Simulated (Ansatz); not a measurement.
Molecule: C$_{3}$H$_{7}$N, net charge 0, singlet state. SMILES: NC1CC1
Structure (B3LYP-D3(BJ)/def2-TZVP (Ansatz, a first-principles code) minimum search):
```xyz
11

C     -0.8497    -0.8470     0.0764
C     -1.0015     0.6153    -0.2526
C      0.2265     0.1266     0.4582
N      1.4480     0.0820    -0.3035
H     -0.6250    -1.5170    -0.7419
H     -1.4652    -1.2665     0.8604
H     -1.7210     1.1983     0.3059
H     -0.8762     0.9048    -1.2868
H      0.2917     0.3716     1.5171
H      1.9213     0.9779    -0.2898
H      2.0862    -0.6120     0.0679
```

MP2/6-31G* beside other levels, property by property. Conventions: valence correlation only; UHF or UKS for open shells; atomisation electronic, to ground-state atoms; non-relativistic; spin-orbit terms left out; 6-31G* and kin with 6d, 5d where marked; dispersion terms only where a functional's name holds one. CBS(X,Y): correlation extrapolated as X^-3; Hartree-Fock from the larger set. [CCSD(T)-MP2]/basis is that difference in the basis named. Ab initio and DFT rows: single points at B3LYP-D3(BJ) geometries (Ansatz), with unscaled harmonic terms from B3LYP/6-31G* (Ansatz) at its own minima, enthalpies of formation by atomisation with measured atoms.

Measured values: CRC Handbook, as tabulated in the package chemicals; they hold spin-orbit and core effects, anharmonicity and other conformers. Coupled cluster (Ansatz) is a level with limits of its own, used here on species with T1 under 0.025 (0.045 for open shells) and stable references: (a) RI-MP2/CBS(aug-cc-pVTZ,aug-cc-pVQZ)+[CCSD(T)-MP2]/aug-cc-pVTZ; (b) RI-MP2/CBS(cc-pVTZ,cc-pVQZ)+[CCSD(T)-MP2]/cc-pVTZ.

```tsv
property	MP2/6-31G* (Ansatz)	PBE/6-31G* (Ansatz)	B3LYP/STO-3G (Ansatz)	PBE/def2-TZVPD (Ansatz)	to compare with
C-N bond dissociation enthalpy at 298 K, to [CH]1CC1 + [NH2] (NH2) (kcal/mol)	97.7	95.7	100.9	93.0	96.3 coupled cluster (b)
enthalpy of formation at 298 K (kcal/mol)	105.0	-1.9	-125.6	-3.5	18.4 measured
proton affinity at N (heteroatom site), enthalpy at 298 K, to [NH3+]C1CC1 (kcal/mol)	218.0	218.7	260.4	213.9	215.0 coupled cluster (b)
atomisation energy (kcal/mol)	935.6	1042.5	1166.3	1044.1	1020.7 coupled cluster (a)
```

As the rows show:
- C-N bond dissociation enthalpy at 298 K, to [CH]1CC1 + [NH2] (NH2): MP2/6-31G* lies 1.4 kcal/mol above coupled cluster.
- enthalpy of formation at 298 K: MP2/6-31G* lies 86.6 kcal/mol above the measured value.
- proton affinity at N (heteroatom site), enthalpy at 298 K, to [NH3+]C1CC1: MP2/6-31G* lies 3.0 kcal/mol above coupled cluster.
- atomisation energy: MP2/6-31G* lies 85.1 kcal/mol below coupled cluster.

The properties are those with a value to compare with, at most eight drawn at random. No case is left out for the size of its miss. Left out are saddle points of the reference geometry, anions that the best level run finds unbound, excited spin states, species near biochemistry, 298 K rows of species without real B3LYP wavenumbers, cases with under five habitual levels, runs that failed or that the program found above a lower state of the same kind, table entries that another table contradicts, and a share of species set aside by lot.
